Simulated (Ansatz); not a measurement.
Cost and result for the atomization energy of C4H9FO (`CCOCCF`) (15 atoms, 14 bonds).

```xyz
15

C     2.2398    0.9080   -0.1375
C     1.0664    0.1337   -0.6786
O     0.0327    0.1481    0.2770
C    -1.1051   -0.5497   -0.1415
C    -2.1240   -0.4538    0.9682
F    -3.2674   -1.1304    0.5908
H     3.0572    0.9118   -0.8615
H     2.6017    0.4597    0.7897
H     1.9561    1.9418    0.0687
H     0.7082    0.5774   -1.6201
H     1.3543   -0.9057   -0.8989
H    -1.5203   -0.1183   -1.0646
H    -0.8733   -1.6064   -0.3423
H    -1.7402   -0.9057    1.8867
H    -2.3862    0.5894    1.1638
```

The species carries charge 0 and has multiplicity 1. All single points use the PBE0-D4/def2-TZVP geometry. It is one conformer, not always the lowest. Program: Ansatz. All runs use 8 threads of an Arm Neoverse V1 on a shared host. Times are those of one run each, without the atoms' runs, and a repeat can differ threefold. Electronic energies, without spin–orbit coupling; frozen cores. CCSD(T)/CBS adds CCSD(T) − MP2 in def2-TZVPP to the MP2 limit, and its time is that of the two runs behind it. T1 = 0.010. B3LYP takes the VWN-RPA correlation (the form of Gaussian; ORCA's B3LYP/G). HSE06 is the plane-wave form, built on full-range PBE exchange.

CCSD(T)/CBS is a level of theory with its own doubt, some kJ/mol a heavy atom from the limit and from the frozen cores, so smaller differences don't rank the functionals.

| level | functions | wall time |
| --- | --- | --- |
| LDA (SPW92)/def2-TZVPP | 312 | 1.2 s |
| revPBE-D4/def2-TZVPP | 312 | 1.9 s |
| HSE06-D4/def2-TZVPP | 312 | 2.8 s |
| CAM-B3LYP-D4/def2-TZVPP | 312 | 3 s |
| r2SCAN-D4/def2-TZVPP (with forces) | 312 | 4.1 s |
| B3LYP-D4/def2-TZVPP (with forces) | 312 | 4.2 s |
| r2SCANh-D4/def2-TZVPP | 312 | 4.4 s |
| ωB97X-V/def2-TZVPP | 312 | 6.5 s |
| ωB97M-V/def2-TZVPP (with forces) | 312 | 10 s |
| CCSD(T)/def2-SVP | 129 | 11 s |
| MP2/def2-QZVPP | 612 | 28 s |
| CCSD(T)/def2-TZVPP | 312 | 6.7 min |
| CCSD(T)/CBS(def2) | – | 7.2 min |

Q: What atomization energy does each give, and how far from CCSD(T)/CBS? (Best estimate.)

A: Computed: 
| level | atomization (kcal/mol) | difference from CCSD(T)/CBS | per bond |
| --- | --- | --- | --- |
| LDA (SPW92)/def2-TZVPP | 1610.3 | 211.1 | 15.1 |
| revPBE-D4/def2-TZVPP | 1394.7 | -4.5 | -0.3 |
| HSE06-D4/def2-TZVPP | 1406.6 | 7.4 | 0.5 |
| CAM-B3LYP-D4/def2-TZVPP | 1407.9 | 8.7 | 0.6 |
| r2SCAN-D4/def2-TZVPP (with forces) | 1401.8 | 2.6 | 0.2 |
| B3LYP-D4/def2-TZVPP (with forces) | 1398.8 | -0.4 | 0.0 |
| r2SCANh-D4/def2-TZVPP | 1393.7 | -5.5 | -0.4 |
| ωB97X-V/def2-TZVPP | 1401.6 | 2.4 | 0.2 |
| ωB97M-V/def2-TZVPP (with forces) | 1402.7 | 3.5 | 0.2 |
| CCSD(T)/def2-SVP | 1340.3 | -58.9 | -4.2 |
| MP2/def2-QZVPP | 1406.6 | 7.4 | 0.5 |
| CCSD(T)/def2-TZVPP | 1367.0 | -32.2 | -2.3 |
| CCSD(T)/CBS(def2) | 1399.2 | 0.0 | 0.0 |

The D4 term adds +8.6 kcal/mol with B3LYP and +4.6 kcal/mol with PBE0; it sums over pairs of atoms, weighted by their polarisabilities, and B3LYP, whose exchange is more repulsive, gets the larger term. In def2-TZVPP, CCSD(T) changes the Hartree–Fock value by +338.7 kcal/mol (the triples alone add +18.5 kcal/mol) and MP2 by +359.4 kcal/mol; breaking electron pairs costs correlation energy, which Hartree–Fock lacks. From BLYP to BHLYP (50 % exact exchange), in def2-TZVPP and without D4, the atomization energy moves by −32.0 kcal/mol: exact exchange takes away binding that semilocal exchange gives to molecules.
